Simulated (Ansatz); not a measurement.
# SiH₂S₂: one species, many methods

The task here is to estimate one member of a computed series from the others.

Method: functionals in def2-TZVPP, the program's frozen cores in correlated methods; program: Ansatz 0.2.0, Gaussian basis.

The runs, in order: LDA (SPW92), PBE-D4, revPBE-D4, BLYP-D4, r2SCAN-D4, B97M-V, PBE0-D4, B3LYP-D4, r2SCANh-D4, r2SCAN0-D4, HSE06-D4, BHLYP-D4, CAM-B3LYP-D4, LC-ωPBE, ωB97X-V, ωB97M-V, B2PLYP, PBE-QIDH; CCSD(T)/def2-SVP; CCSD(T)/def2-TZVPP; CCSD(T)/def2-QZVPP; extrapolation to the limit; RPA on PBE.

**Structure used throughout**

The geometry comes from an earlier relaxation with PBE0-D4 in a triple-zeta def2 set; it is a stationary point.

SMILES `[SiH2]1SS1`, 5 atoms, charge 0, spin multiplicity 1.

Atoms are counted from 1 here; the program's logs count them from 0.

Bond lengths: Si1–S2 2.095 Å, Si1–S3 2.095 Å, Si1–H4 1.477 Å, Si1–H5 1.477 Å, S2–S3 2.151 Å. Angles: S2–Si1–S3 61.8°, S2–Si1–H4 118.1°, S2–Si1–H5 118.1°, S3–Si1–H4 118.1°, S3–Si1–H5 118.1°, H4–Si1–H5 113.5°, Si1–S2–S3 59.1°, Si1–S3–S2 59.1°.

Set-up of the first run:

Contents of in.yaml:

```yaml
crystal:
  periodic: [false, false, false]
  atoms:
    - {symbol: Si, position_ang: [-0.240247, 0.214394, -0.210251]}
    - {symbol: S, position_ang: [1.730736, -0.309945, 0.266533]}
    - {symbol: S, position_ang: [0.066736, -1.347206, 1.151438]}
    - {symbol: H, position_ang: [-0.743894, -0.126035, -1.556382]}
    - {symbol: H, position_ang: [-0.763429, 1.495092, 0.307161]}
basis:
  gaussian: {orbitals: def2-TZVPP}
hamiltonian: {xc: lda}
output: {orbitals: {seedname: orbitals}}
```

The run is started by

```sh
ansatz run in.yaml --threads 2 --pin off --events-out ev --progress --plain --max-ram 4352MiB
```

Steps of the session up to this table: LDA; PBE-D4 (GGA); revPBE-D4 (GGA); BLYP-D4 (GGA); r2SCAN-D4 (meta-GGA); B97M-V (meta-GGA); PBE0-D4 (hybrid); B3LYP-D4 (hybrid); r2SCANh-D4 (hybrid); r2SCAN0-D4 (hybrid); HSE06-D4 (hybrid); BHLYP-D4 (hybrid); CAM-B3LYP-D4 (range-separated); LC-ωPBE (range-separated); ωB97X-V (range-separated); ωB97M-V (range-separated); B2PLYP (double hybrid); PBE-QIDH (double hybrid).

One table of the session follows, with a row left open; its other results are not shown here.

It belongs to the step «Frontier levels by functional». 

| functional | HOMO (eV) | LUMO (eV) | gap (eV) |
| --- | --- | --- | --- |
| LDA (SPW92) | -5.39 | -2.86 | 2.53 |
| PBE-D4 | -5.27 | -2.67 | 2.61 |
| revPBE-D4 | -5.23 | -2.59 | 2.64 |
| BLYP-D4 | -5.09 | -2.52 | 2.57 |
| r2SCAN-D4 | -5.51 | -2.52 | 2.99 |
| B97M-V | -5.60 | -2.42 | 3.18 |
| PBE0-D4 | -6.45 | -1.69 | 4.76 |
| B3LYP-D4 | -6.19 | -1.91 | 4.28 |
| r2SCANh-D4 | -5.94 | -2.15 | 3.79 |
| r2SCAN0-D4 | -6.59 | -1.61 | 4.98 |
| HSE06-D4 | ? | ? | ? |
| BHLYP-D4 | -7.45 | -0.61 | 6.84 |
| CAM-B3LYP-D4 | -7.71 | -0.53 | 7.18 |
| LC-ωPBE | -9.10 | 0.65 | 9.75 |
| ωB97X-V | -8.74 | 0.54 | 9.28 |
| ωB97M-V | -8.57 | 0.41 | 8.98 |

Estimate the missing values for HSE06-D4.

The run gave: HOMO (eV): -6.05; LUMO (eV): -2.07; gap (eV): 3.98. In the column «HOMO (eV)» it lies between B3LYP-D4 (-6.19) and r2SCANh-D4 (-5.94).
